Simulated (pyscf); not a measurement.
Single points on ωB97X-D3(BJ)/def2-SVP structures (PySCF, gas phase).

Problem. Estimate the classical barrier height and the reaction energy of PH₃ (SMILES P) + H₃Si–O–GaH₂ (SMILES [SiH3][O][GaH2]) → H₃Si–O–PH₂ (SMILES [SiH3]OP) + GaH₃ (SMILES [GaH3]) at ωB97M-D3(BJ)/def2-TZVP. The step runs on the singlet surface, breaks H–P, Ga–O and forms O–P, Ga–H; take the separated reactants as zero.

Solution. ΔE‡ = 1.62 eV, ΔE = +0.93 eV. Zero-point energy shifts the barrier by +0.07 eV. It is a four-centre exchange, with an imaginary mode of 629i cm⁻¹. On the product side the descent ends in an adduct with a Ga–O contact, 0.64 eV under the separated species and 1.15 eV under the saddle at ωB97X-D3(BJ)/def2-TZVP. What is counted as broken (Ga–O) persists as a longer contact in the product adduct; parting that adduct is a step of its own. At ωB97X-D3(BJ)/def2-TZVP the barrier from the zero used here is 1.49 eV. H₃Si–O–PH₂ lies 0.25 eV over its isomer HO–SiH₂–PH₂ (electronic energy, ωB97M-D3(BJ)/def2-TZVP). One saddle was located; it need not be the lowest between these sides. Elements up to Kr have no core potential and no relativistic terms here.
